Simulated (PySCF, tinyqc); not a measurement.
G0W0 on RHF in the sto-6g basis, for HF, spin multiplicity 1, step by step. The lowest restricted solution is unstable here: a spin-polarised one lies 0.0290 hartree lower (PySCF). One step of it, computed by the program tinyqc.

Task: G0W0 on Hartree-Fock: HOMO. W(p,q,m) = sqrt2 sum_ia (pq|ia) (X+Y)_ia,m; Sigma_c(x) = sum_(i,m) W^2/(x - e_i + w_m) + sum_(a,m) W^2/(x - e_a - w_m); solve x = e_p + Sigma_c(x) by Newton steps; Z = 1/(1 - dSigma/dx); 1 hartree = 27.211386 eV.

orbital energies (hartree): MO1 -26.269029, MO2 -1.419766, MO3 -0.473356, MO4 -0.473356, MO5 -0.447081, MO6 0.267966

Two-electron integrals over orbitals (pq|rs), unique and non-zero (hartree):
```
(11|11) 5.382758    (21|11) -0.538953   (21|21) 0.086957    (22|11) 1.262906
(22|21) -0.024863   (22|22) 0.884776    (31|31) 0.030342    (32|31) 0.040308
(32|32) 0.191807    (33|11) 1.265991    (33|21) -0.014345   (33|22) 0.902747
(33|33) 0.998085    (41|41) 0.030342    (42|41) 0.040308    (42|42) 0.191807
(43|43) 0.053789    (44|11) 1.265991    (44|21) -0.014345   (44|22) 0.902747
(44|33) 0.890506    (44|44) 0.998085    (51|11) 0.079265    (51|21) -0.012596
(51|22) 0.004689    (51|33) 0.002023    (51|44) 0.002023    (51|51) 0.016730
(52|11) -0.102102   (52|21) 0.004069    (52|22) -0.044493   (52|33) -0.055870
(52|44) -0.055870   (52|51) 0.020531    (52|52) 0.125007    (53|31) -0.005351
(53|32) -0.021706   (53|53) 0.032476    (54|41) -0.005351   (54|42) -0.021706
(54|54) 0.032476    (55|11) 0.857429    (55|21) -0.007684   (55|22) 0.669625
(55|33) 0.654787    (55|44) 0.654787    (55|51) -0.001473   (55|52) -0.007761
(55|55) 0.649418    (61|11) 0.086474    (61|21) -0.014352   (61|22) 0.002971
(61|33) 0.002267    (61|44) 0.002267    (61|51) -0.013521   (61|52) -0.022408
(61|55) 0.003889    (61|61) 0.018702    (62|11) -0.125108   (62|21) 0.003700
(62|22) -0.068314   (62|33) -0.068216   (62|44) -0.068216   (62|51) -0.019922
(62|52) -0.084659   (62|55) -0.020422   (62|61) 0.019375    (62|62) 0.090613
(63|31) -0.005518   (63|32) -0.022680   (63|53) -0.024080   (63|63) 0.027878
(64|41) -0.005518   (64|42) -0.022680   (64|54) -0.024080   (64|64) 0.027878
(65|11) -0.442846   (65|21) 0.006809    (65|22) -0.262113   (65|33) -0.263896
(65|44) -0.263896   (65|51) 0.001299    (65|52) 0.067967    (65|55) -0.087232
(65|61) -0.003648   (65|62) 0.028157    (65|65) 0.250991    (66|11) 0.814939
(66|21) -0.008207   (66|22) 0.621775    (66|33) 0.607643    (66|44) 0.607643
(66|51) 0.008112    (66|52) 0.037396    (66|55) 0.632963    (66|61) -0.006011
(66|62) -0.046590   (66|65) -0.027217   (66|66) 0.655126
```

excitation energies w (hartree): 0.795125  0.795125  1.105586  1.861887  26.574379

X + Y:
```
            1          2          3          4          5
1>6  0.000000   0.000000   0.000640  -0.002763   0.999296
2>6  0.000000   0.000000  -0.068243   0.950630   0.000186
3>6  0.121388   0.957913   0.000000   0.000000   0.000000
4>6  0.957913  -0.121388   0.000000   0.000000   0.000000
5>6  0.000000   0.000000   0.802985   0.034229  -0.000015
```

Give: The 12 largest terms at x = e_p; Newton steps; quasiparticle energy of the HOMO; Hartree-Fock value.

Result:

The 12 largest terms at x = e_p (hartree; W for the signs of X + Y given):
```
q  m          W       term
6  3      0.282     -0.044
5  3     -0.097      0.009
2  4     -0.110   4.30e-03
2  3      0.085   3.50e-03
4  1     -0.033   1.30e-03
3  2     -0.033   1.30e-03
6  4      0.050  -9.71e-04
5  4     -0.032   5.39e-04
2  5     -0.032   3.65e-05
1  4     -0.027   2.57e-05
3  1  -4.13e-03   2.08e-05
4  2   4.13e-03   2.08e-05
```

Newton steps (hartree):
```
step       x  Sigma_c(x)      Z
0     -0.447      -0.025  0.963
1     -0.471      -0.024  0.963
2     -0.471      -0.024  0.963
```

quasiparticle energy of the HOMO = -12.825 eV

Hartree-Fock value = -12.166 eV
